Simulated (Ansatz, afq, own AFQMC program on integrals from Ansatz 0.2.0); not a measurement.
P, quartet → P⁺, triplet

A free P atom.

E(triplet, charge +1) − E(quartet, charge +0) at this geometry, on UHF and UHF determinants.

Basis 6-31G. Noble-gas cores (and the filled d shells of Ga–Kr and In–Xe) are frozen. AFQMC by an in-house program on the Cholesky factors that Ansatz 0.2.0 writes for its CCSD(T) run. ph-AFQMC/CISD is guided by a CISD state made of CCSD amplitudes; releasing the constraint for a short imaginary time cuts its bias at the price of noise, slowly where states lie close. Uncertainties: one standard error, sampling alone. The errors of all members are added in quadrature.

Full CI on the same integrals is exact in this basis and with this determinant's frozen core.

Errors are counted within 6-31G, not against nature.

Reference (full CI): 9.896 eV.

```json
{"level": "HF", "vertical ionization energy (eV)": "10.045", "error against FCI (eV)": "0.149"}
{"level": "MP2", "vertical ionization energy (eV)": "9.998", "error against FCI (eV)": "0.102"}
{"level": "CCSD", "vertical ionization energy (eV)": "9.895", "error against FCI (eV)": "-0.001"}
{"level": "CCSD(T)", "vertical ionization energy (eV)": "9.896", "error against FCI (eV)": "0.000"}
{"level": "CCSDT", "vertical ionization energy (eV)": "9.896", "error against FCI (eV)": "0.000"}
{"level": "CCSDT(Q)", "vertical ionization energy (eV)": "9.896", "error against FCI (eV)": "0.000"}
{"level": "ph-AFQMC/CISD", "vertical ionization energy (eV)": "9.895 ± 0.0006", "error against FCI (eV)": "-0.001 ± 0.0006"}
{"level": "released AFQMC", "vertical ionization energy (eV)": "9.896 ± 0.0001", "error against FCI (eV)": "0.000 ± 0.0001"}
```

Correlation beyond CCSD(T) changes it by less than 2 meV. The perturbative (T) step is worth +0.001 eV.

CCSDT and higher add their correlation energy to the determinant of the CCSD(T) run, since their own runs factorise the integrals more tightly (a shift of under 2 meV). A walk keeps the symmetry of its determinant, which the program's search chose and which needn't be the lowest solution, so a lower state of the same spin and another symmetry isn't excluded. Released energies are given only where the last usable release times agree within the noise; a slower fall can still hide under it.
